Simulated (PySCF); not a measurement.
# Relaxation of doublet CF3

These are results of UPBE0/[C def2-TZVP, F def2-TZVP], no relativity, density fitting, PySCF, not measurements. A (50,194) grid was used.

A start displaced from a saddle point along its imaginary mode, of C3v symmetry, held to at least that symmetry:

Coordinates in bohr (charge 0 multiplicity 2):
```
C     0.0000    0.0000    0.2268
F     2.4711    0.0000   -0.0477
F    -1.2356    2.1401   -0.0477
F    -1.2356   -2.1401   -0.0477
```

At each step, columns x, y, z (Å) and Fx, Fy, Fz (eV/Å):

```
step 0  E − E(last) = 70.71 kJ/mol
C    0.000   0.000   0.120   0.006   0.000   4.229
F    1.308   0.000  -0.025  -0.636   0.000  -1.407
F   -0.654   1.132  -0.025   0.315  -0.554  -1.411
F   -0.654  -1.132  -0.025   0.315   0.554  -1.411
step 1  E − E(last) = 9.11 kJ/mol
C    0.000   0.000   0.332   0.008   0.000  -1.851
F    1.278   0.000  -0.096  -1.539   0.000   0.616
F   -0.639   1.107  -0.096   0.765  -1.330   0.618
F   -0.639  -1.107  -0.096   0.765   1.330   0.618
step 2  E − E(last) = 1.35 kJ/mol
C    0.000   0.000   0.296   0.010   0.000   0.776
F    1.243   0.000  -0.084   0.638   0.000  -0.263
F   -0.622   1.077  -0.084  -0.324   0.559  -0.256
F   -0.622  -1.077  -0.084  -0.324  -0.559  -0.256
step 3  E − E(last) = 0.01 kJ/mol
C    0.000   0.000   0.307   0.009   0.000  -0.043
F    1.254   0.000  -0.088  -0.077   0.000   0.011
F   -0.627   1.086  -0.088   0.034  -0.062   0.016
F   -0.627  -1.086  -0.088   0.034   0.062   0.016
step 4  E − E(last) = 0.00 kJ/mol
C    0.000   0.000   0.307   0.009   0.000  -0.016
F    1.252   0.000  -0.088  -0.001   0.000   0.002
F   -0.626   1.084  -0.088  -0.004   0.004   0.007
F   -0.626  -1.084  -0.088  -0.004  -0.004   0.007
step 5  E − E(last) = 0.00 kJ/mol
C    0.000   0.000   0.307   0.009   0.000   0.007
F    1.252   0.000  -0.087  -0.003   0.000  -0.006
F   -0.626   1.084  -0.087  -0.003   0.002  -0.001
F   -0.626  -1.084  -0.087  -0.003  -0.002  -0.001
```

It ends at C3v with C–F 1.313 Å (×3); F–C–F 111.4° (×3). A frequency run shows a minimum. Other isomers or separated fragments may lie lower.

The relaxation took 7.4 s on 4 threads of a shared Arm Neoverse V2 host, with 124 basis functions and 6 gradients; the process peaked at 1.3 GiB.
